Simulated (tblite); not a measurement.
Species: C2ClF3 (triplet state).
Bonds: F1–C2, C2–F3, C2–F4, C2–C5, C5–Cl6.

The geometry is computed with GFN2-xTB (gas phase). This method treats the open shell by occupation alone, without spin polarisation.

(1) List the bond lengths, angles and torsions at this level.

Results:

(1) 
| bond | length (Å) | order |
| --- | --- | --- |
| F1–C2, C2–F3 | 1.358 | single |
| C2–F4 | 1.331 | single |
| C2–C5 | 1.460 | single |
| C5–Cl6 | 1.617 | single |

Bonds in one row agree within 0.01 Å and their mean is given. Orders are formal, as drawn. A selection of angles:
| angle | degrees |
| --- | --- |
| F1–C2–F3 | 104.8 |
| F1–C2–F4 | 106.6 |
| F1–C2–C5 | 113.0 |
| F4–C2–C5 | 112.2 |
| C2–C5–Cl6 | 129.2 |

Torsions: F1–C2–C5–Cl6 60° (synclinal).

The C–F distances run from 1.331 Å (C2–F4, drawn single) to 1.358 Å (F1–C2, drawn single), a spread of 0.027 Å. C5 (carbon bonded to C and Cl) is bent (angle 129.2°).

Point group: Cs (tolerance 0.08 Å). Its GFN2-xTB frequencies are all real (lowest 47 cm⁻¹). This triplet need not be the ground state; the singlet was not compared here.
